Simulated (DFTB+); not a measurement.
DFTB+ input (SCC-DFTB): The folder sk holds the Slater-Koster set scc that CP2K ships.

```
Geometry = xyzFormat {
3

S      0.00184013     0.00030176     0.10309296
H     -0.00752722     0.96781232    -0.82771199
H     -0.02191490    -0.97264043    -0.82177540
}
Hamiltonian = DFTB {
  SCC = Yes
  SCCTolerance = 1e-8
  MaxSCCIterations = 300
  Charge = 0
  SlaterKosterFiles = Type2FileNames {
    Prefix = "sk/"
    Separator = ""
    Suffix = ".spl"
    LowerCaseTypeName = Yes
  }
  MaxAngularMomentum {
    H = "s"
    S = "d"
  }
  Filling = Fermi { Temperature [K] = 0 }
}
ParserOptions { ParserVersion = 14 }
```

From the last part of the output:

```
Force related energy:               -3.1493024140 H          -85.6969 eV

 Fermi distribution function

Calculation with static geometry

********************************************************************************
 iSCC Total electronic   Diff electronic      SCC error
    5   -0.31660260E+01   -0.81615572E-07    0.16693669E-09
********************************************************************************

 Total charge:    -0.00000000

 Atomic gross charges (e)
 Atom           Charge
    1      -0.26078588
    2       0.13039294
    3       0.13039294

Nr. of electrons (up):      8.00000000
Atom populations (up)
 Atom       Population
    1       6.26078588
    2       0.86960706
    3       0.86960706

l-shell populations (up)
 Atom Sh.   l       Population
    1   1   0       1.79040656
    1   2   1       4.50836349
    1   3   2      -0.03798416
    2   1   0       0.86960706
    3   1   0       0.86960706

Orbital populations (up)
 Atom Sh.   l   m       Population  Label
    1   1   0   0       1.79040656  s
    1   2   1  -1       1.09852882  p_y
    1   2   1   0       1.41007218  p_z
    1   2   1   1       1.99976249  p_x
    1   3   2  -2      -0.00001132  d_xy
    1   3   2  -1      -0.03209750  d_yz
    1   3   2   0      -0.00109449  d_z2
    1   3   2   1      -0.00000682  d_xz
    1   3   2   2      -0.00477405  d_x2-y2
    2   1   0   0       0.86960706  s
    3   1   0   0       0.86960706  s

Fermi level:                        -0.1409751574 H           -3.8361 eV
Band energy:                        -3.0754289596 H          -83.6867 eV
TS:                                  0.0000000000 H            0.0000 eV
Band free energy (E-TS):            -3.0754289596 H          -83.6867 eV
Extrapolated E(0K):                 -3.0754289596 H          -83.6867 eV
Input / Output electrons (q):      8.0000000000      8.0000000000

Energy H0:                          -3.1702476407 H          -86.2668 eV
Energy SCC:                          0.0042216607 H            0.1149 eV
Total Electronic energy:            -3.1660259800 H          -86.1520 eV
Repulsive energy:                    0.0167235660 H            0.4551 eV
Total energy:                       -3.1493024140 H          -85.6969 eV
Extrapolated to 0:                  -3.1493024140 H          -85.6969 eV
Total Mermin free energy:           -3.1493024140 H          -85.6969 eV
Force related energy:               -3.1493024140 H          -85.6969 eV

Non-constrained calculation

SCC converged

Dipole moment:   -0.00816158   -0.00133839   -0.45725077 au
Dipole moment:   -0.02074468   -0.00340185   -1.16221561 Debye
```

The geometry given is a B3LYP-D3(BJ)/def2-TZVP minimum.
